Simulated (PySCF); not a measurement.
O3, SMILES O=[O+][O-] (connectivity only; charge and spin as stated), charge -1, multiplicity 2. Atoms are numbered in the order given.

```xyz
3

O      0.0000     1.1550     0.2425
O      0.0000     0.0000    -0.4850
O      0.0000    -1.1550     0.2425
```
Charge -1, spin multiplicity 2.

Geometry optimised at PBE-D3(BJ)/def2-TZVPD. The isomer is the one that the SMILES or the coordinates give; other isomers of the formula were not compared.

Method: r2SCAN/def2-TZVPD in PySCF.

Mulliken values depend strongly on the basis, most of all with diffuse functions as here. ESP charges are fitted to the potential on shells at 1.4 to 2.0 van der Waals radii. Atomic charges (e):

```csv
atom,ESP fit,Mulliken,meta-Löwdin,Mulliken spin
O1,___,-0.58,-0.54,0.33
O2,___,0.16,0.08,0.33
O3,___,-0.58,-0.54,0.33
```

Question: What belongs in the gaps? (The exact figures need the calculation; the answer reports its results.)

Answer: 
- O1, ESP fit: -0.51
- O2, ESP fit: 0.01
- O3, ESP fit: -0.51
